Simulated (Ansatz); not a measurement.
# NO2F (nitryl fluoride): wB97M-V/cc-pVTZ

Aim: the energy change on altering one bond length of NO2F (nitryl fluoride) at wB97M-V/cc-pVTZ, from 2 runs. 

Program for the calculation: Ansatz 0.2.0.

36 further runs of the same task are left out: 36 set aside as unsound or not needed.

### Step 1. The molecule

The species is NO2F (4 atoms), meant as a singlet with charge 0. As SMILES, `O=[N+]([O-])F`. The shape is that of a PBE0-D4/def2-TZVP optimisation.

Bond lengths: O1–N2 1.170 Å, N2–O3 1.170 Å, N2–F4 1.442 Å. Angles: O1–N2–O3 135.6°, O1–N2–F4 112.2°, O3–N2–F4 112.2°.

### Step 2. The energy at wB97M-V/cc-pVTZ

The input, run.yaml:

```yaml
basis:
  gaussian: {orbitals: cc-pVTZ}
crystal:
  periodic: [false, false, false]
  atoms:
    - {symbol: O, position_ang: [0.188290, 0.469930, 1.120250]}
    - {symbol: N, position_ang: [0.079720, -0.071800, 0.089140]}
    - {symbol: O, position_ang: [0.476580, -1.068680, -0.376880]}
    - {symbol: F, position_ang: [-0.744590, 0.670550, -0.832510]}
hamiltonian: {xc: {name: wB97M-V}}
output: {orbitals: {seedname: orbitals}}
magnetization: {spin_polarized: false}
accuracy: high
```

Command:

```
ansatz run run.yaml --threads 1 --pin off --max-ram 3480MiB --events-out events.jsonl --progress --plain --runs-dir runs
```

The log of the run:

```text
Warning: RAYON_NUM_THREADS=1 ignored (pool sized by the plan → 1); use --threads N
Functional definition: wB97M-V
  name "wB97M-V"
  parameter omega = 0.3/bohr
  parameter cx = 0.15
  parameter cx01 = 1.007
  parameter cx10 = 0.259
  parameter css00 = 0.443
  parameter css04 = -1.437
  parameter css10 = -4.535
  parameter css20 = -3.390
  parameter css43 = 4.278
  parameter cos00 = 1.000
  parameter cos10 = 1.358
  parameter cos20 = 2.924
  parameter cos21 = -8.812
  parameter cos60 = -1.390
  parameter cos61 = 9.142
  parameter b = 6.0
  parameter c = 0.01
  gx(w, u) = 1 - cx + cx01*u + cx10*w
  gss(w, u) = css00 + css04*u^4 + css10*w + css20*w^2 + css43*w^4*u^3
  gos(w, u) = cos00 + cos10*w + (cos20 + cos21*u)*w^2 + (cos60 + cos61*u)*w^6
  exchange = spin_sum(e_x_unif_sr(omega)*gx(b97_w, b97_u_x)) + cx*exact_x_sr(omega) + exact_x_lr(omega)
  correlation = spin_sum(e_c_pw_mod_same_spin*gss(b97_w, b97_u_same))
      + integral(e_c_pw_mod_opposite_spin*gos(b97_w_opposite, b97_u_opposite)) + vv10(b, c)
2042 factors; integrals over basis functions are off by at most 3.0e-9 eV
218 factors; integrals over basis functions are off by at most 1.9e-9 eV
mean field evaluation 1: about -8291.8508 eV, gradient 6.2e1 eV
mean field evaluation 2: about -8287.6384 eV, gradient 8.7e1 eV
mean field evaluation 4: about -8297.6322 eV, gradient 2.6e0 eV
mean field evaluation 8: about -8297.6403 eV, gradient 1.4e-1 eV
mean field evaluation 16: about -8297.6404 eV, gradient 3.9e-5 eV
mean field -8297.64041274 eV, -304.9326608254 hartree, gradient 1.8e-8 eV, S^2 0.000000; 0 other end points of the search recorded, 0 dependent functions left out
reference -8297.64041444 eV, -304.9326608881 hartree; 16, 16 occupied and 104, 104 virtual orbitals, 2042 factors
Total energy: -8297.64041444 eV, -304.9326608881 hartree
```

It took 28 s on 1 thread of Arm Neoverse V2, shared host; peak memory 0.5 GiB.

### Step 3. The distorted shape at the same level

The input, molecule.yaml:

```yaml
crystal:
  periodic: [false, false, false]
  atoms:
    - {symbol: O, position_ang: [0.311961, 0.358556, 1.258525]}
    - {symbol: "N", position_ang: [0.203391, -0.183174, 0.227415]}
    - {symbol: O, position_ang: [0.600251, -1.180054, -0.238605]}
    - {symbol: F, position_ang: [-0.744590, 0.670550, -0.832510]}
basis:
  gaussian: {orbitals: cc-pVTZ}
total_charge: 0
hamiltonian: {xc: {name: wB97M-V}}
accuracy: high
output: {orbitals: {seedname: orbitals}}
```

Command:

```
ansatz run molecule.yaml --threads 1 --pin off --max-ram 3480MiB --events-out events.jsonl --progress --plain --runs-dir runs
```

The log of the run, shortened:

```text
Warning: RAYON_NUM_THREADS=1 ignored (pool sized by the plan → 1); use --threads N
Functional definition: wB97M-V
  name "wB97M-V"
[...]
  gx(w, u) = 1 - cx + cx01*u + cx10*w
  gss(w, u) = css00 + css04*u^4 + css10*w + css20*w^2 + css43*w^4*u^3
  gos(w, u) = cos00 + cos10*w + (cos20 + cos21*u)*w^2 + (cos60 + cos61*u)*w^6
[...]
      + integral(e_c_pw_mod_opposite_spin*gos(b97_w_opposite, b97_u_opposite)) + vv10(b, c)
2019 factors; integrals over basis functions are off by at most 2.9e-9 eV
223 factors; integrals over basis functions are off by at most 1.6e-9 eV
[...]
mean field -8297.26210650 eV, -304.9187583275 hartree, gradient 7.0e-8 eV, S^2 0.000000; 0 other end points of the search recorded, 0 dependent functions left out
reference -8297.26210823 eV, -304.9187583912 hartree; 16, 16 occupied and 104, 104 virtual orbitals, 2019 factors
Total energy: -8297.26210823 eV, -304.9187583912 hartree
```

Run time: 28 s. Hardware: 1 thread of Arm Neoverse V2, shared host; peak memory 0.49 GiB.

### Step 4. What came out

At wB97M-V/cc-pVTZ:

```
                                                         quantity          value
                                        first shape: total energy  -304.93266 Eh
                                         first shape: HOMO energy      -12.76 eV
                                         first shape: LUMO energy        0.10 eV
                                       first shape: HOMO–LUMO gap       12.86 eV
                                    distorted shape: total energy  -304.91876 Eh
                                     distorted shape: HOMO energy      -13.11 eV
                                     distorted shape: LUMO energy       -0.61 eV
                                   distorted shape: HOMO–LUMO gap       12.50 eV
energy change with the N2–F4 bond stretched from 1.442 to 1.659 Å       0.378 eV
```

With the N2–F4 bond stretched from 1.442 to 1.659 Å the energy rises by 0.38 eV (8.7 kcal/mol). The first shape isn't relaxed at this level, so the change isn't measured from a minimum.
